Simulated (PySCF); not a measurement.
Working out the ionisation energy of F

F [He] 2s2 2p5 (2P) → F⁺ [He] 2s2 2p4 (3P). Calculation: PySCF 2.14, in aug-cc-pVDZ-DK (4s3p2d, 23 functions); scalar relativity by spin-free X2C-1e. Frozen: 1s2. Energies in hartree (1 hartree = 27.21139 eV):

| part | F (lower) | F⁺ (upper) |
| --- | --- | --- |
| UHF | -99.467621 | -98.888754 |
| CCSD correlation | -0.166766 | -0.118263 |
| (T) | -0.002324 | -0.001222 |

Question: What does Hartree-Fock give?

Answer: (-98.888754) − (-99.467621) = 0.578867 hartree = 15.752 eV.

Question: What do CCSD and CCSD(T) give?

Answer: The CCSD correlation energies differ by 0.048503 hartree = 1.320 eV and the triples by 0.001102 hartree = 0.030 eV, so CCSD gives 17.072 eV and CCSD(T) 17.102 eV.

Measured between the centres of the two terms (NIST): 17.427 eV, so CCSD(T) (valence) is off by -0.325 eV.

A double-zeta basis recovers only part of the correlation energy.

What remains against the reference includes basis incompleteness, the frozen core and higher excitations.
